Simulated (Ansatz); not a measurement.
(H3Si)2CH2 (CH8Si2), relaxed as a singlet with RKS PBE-D4/def2-SVP in Ansatz, starting from the GFN2-xTB geometry. Force threshold 0.02 eV/Å.

Start:

```xyz
11

Si    0.1397   -0.7169    1.4534
H     0.2114   -0.1911    2.8212
H     1.3686   -1.4595    1.1656
H    -1.0117   -1.6161    1.3469
C    -0.0516    0.7204    0.2284
Si   -0.1050    0.2336   -1.6059
H     1.1664   -0.3795   -1.9951
H    -1.1978   -0.7128   -1.8420
H    -0.3267    1.4303   -2.4246
H     0.7692    1.4237    0.3795
H    -0.9625    1.2681    0.4726
```

**Question.** Estimate the energy that the relaxation releases and the steps that it takes.

**Answer.** 2.5 kcal/mol, in 4 steps; 2.9 s on 4 threads of AMD EPYC 7B13 on a shared host. No frequencies were taken in this run, so the end may be a saddle point.

**Question.** Does the start keep its bonding and symmetry?

**Answer.** By distances, no bond broke or formed. The bond that changes most is Si6–H7, from 1.46 to 1.51 Å (atoms count from 1). Point group C2 at the start, C2 at the end, both within 0.05 Å.

**Question.** Predict the relaxed structure.

**Answer.** 
```xyz
11

Si    0.1441   -0.6999    1.4440
H     0.2057   -0.2145    2.8680
H     1.4108   -1.4563    1.1432
H    -1.0174   -1.6489    1.3131
C    -0.0568    0.7440    0.2359
Si   -0.1091    0.2424   -1.5891
H     1.1790   -0.4338   -1.9768
H    -1.2414   -0.7202   -1.8305
H    -0.3051    1.4415   -2.4784
H     0.7831    1.4565    0.3859
H    -0.9929    1.2893    0.4847
```
Bond lengths: 2 × C–Si 1.89 Å; 6 × H–Si 1.51 Å; 2 × C–H 1.11 Å.
